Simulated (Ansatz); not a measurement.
# NaGa$_{3}$ (Pm-3m)

All numbers below come from Ansatz 0.2.0, DFT r2SCAN, scalar-relativistic, plane waves, PAW.

Settings: cutoff 500 eV, Γ-centred mesh 10×10×10 on the computed 4-atom cell, Gaussian smearing of 0.10 eV; no spin polarisation.

The structure is relaxed at this level of theory with its symmetry kept. Whether it is the stable form of this composition wasn't checked.

```
CELL_PARAMETERS angstrom
4.20582 0.00000 0.00000
0.00000 4.20582 0.00000
0.00000 0.00000 4.20582
ATOMIC_POSITIONS crystal
Na 0.00000 0.00000 0.00000
Ga 0.00000 0.50000 0.50000
Ga 0.50000 0.00000 0.50000
Ga 0.50000 0.50000 0.00000
```

Question: Formation energy from the elements' standard states (uncorrected)?

Answer: +0.017 eV/atom.

Question: Density of states at the Fermi level?

Answer: 1.68 states/eV per cell.

Question: Löwdin character within 0.5 eV of the Fermi level?

Answer: Ga 4p 76 %, Ga 4s 21 %.

Question: Bulk modulus?

Answer: 42 GPa.

Question: Its pressure derivative?

Answer: 6.3.

Question: Bader charges (e)?

Answer: Na (1 in the cell) 0.78, Ga (3 in the cell) -0.26.